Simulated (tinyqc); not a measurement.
MP2 on RHF in the sto-3g basis, frozen core, for H2O, spin multiplicity 1, step by step. One step of it, computed by the program tinyqc.

Task: Iteration 9 (converged): orbitals. Diagonalise F' = X^T F X, C = X C', fill 5 alpha and 5 beta electrons from the bottom; D = 2 C_occ C_occ^T. Each column has its largest component positive (the first on a tie).

converged F (hartree), lower triangle:
```
             1O 1s      1O 2s     1O 2px     1O 2py     1O 2pz      2H 1s      3H 1s
1O 1s   -20.252681
1O 2s    -5.164509  -2.428755
1O 2px    0.000000   0.000000  -0.392628
1O 2py   -0.001971  -0.021754   0.000000  -0.264877
1O 2pz   -0.027307  -0.100756   0.000000  -0.024781  -0.309632
2H 1s    -1.104806  -0.967286   0.000000  -0.377241  -0.377351  -0.541513
3H 1s    -0.872444  -0.819132   0.000000   0.345232  -0.348612  -0.329665  -0.431199
```

X, lower triangle:
```
            1O 1s      1O 2s    1O 2px     1O 2py     1O 2pz      2H 1s     3H 1s
1O 1s    1.023851
1O 2s   -0.139313   1.190963
1O 2px   0.000000   0.000000  1.000000
1O 2py  -0.001384   0.019564  0.000000   1.082289
1O 2pz  -0.009129   0.093135  0.000000   0.009329   1.051342
2H 1s    0.021454  -0.280582  0.000000  -0.205671  -0.151984   1.188720
3H 1s    0.018660  -0.217825  0.000000   0.176965  -0.124137  -0.083140  1.136548
```

Give: F' = X^T F X; orbital energies; coefficients C; D after iteration 9.

Result:

F' = X^T F X (hartree), lower triangle:
```
          1        2        3        4        5        6        7
1  -19.8761
2   -2.6887  -1.2859
3    0.0000   0.0000  -0.3926
4   -0.0024   0.0130   0.0000  -0.0224
5   -0.0563   0.1128   0.0000  -0.0048  -0.1544
6   -0.1629  -0.4929   0.0000  -0.4401  -0.3490   0.0054
7   -0.1010  -0.4003   0.0000   0.4037  -0.3098  -0.0938  -0.0169
```

orbital energies (hartree): MO1 -20.2612, MO2 -1.2392, MO3 -0.5662, MO4 -0.4570, MO5 -0.3926, MO6 0.5200, MO7 0.6531

coefficients C:
```
            MO1      MO2      MO3      MO4     MO5      MO6      MO7
1O 1s    0.9943  -0.2358   0.0199   0.1000  0.0000   0.1060   0.0517
1O 2s    0.0250   0.8612  -0.1060  -0.5138  0.0000  -0.6565  -0.3530
1O 2px   0.0000   0.0000   0.0000   0.0000  1.0000   0.0000   0.0000
1O 2py   0.0006   0.0219   0.6142  -0.0624  0.0000   0.3441  -0.8634
1O 2pz   0.0038   0.1088   0.0801   0.7354  0.0000  -0.7052  -0.3104
2H 1s   -0.0056   0.1678   0.4675   0.2613  0.0000   0.4004   1.0436
3H 1s   -0.0045   0.1329  -0.4290   0.3682  0.0000   0.9361  -0.4237
```

D after iteration 9, lower triangle:
```
          1O 1s    1O 2s  1O 2px   1O 2py  1O 2pz    2H 1s   3H 1s
1O 1s    2.1093
1O 2s   -0.4634   2.0349
1O 2px   0.0000   0.0000  2.0000
1O 2py   0.0027  -0.0284  0.0000   0.7634
1O 2pz   0.1065  -0.5850  0.0000   0.0114  1.1182
2H 1s   -0.0195  -0.0790  0.0000   0.5490  0.4958   0.6301
3H 1s   -0.0150  -0.0588  0.0000  -0.5672  0.5017  -0.1640  0.6746
```
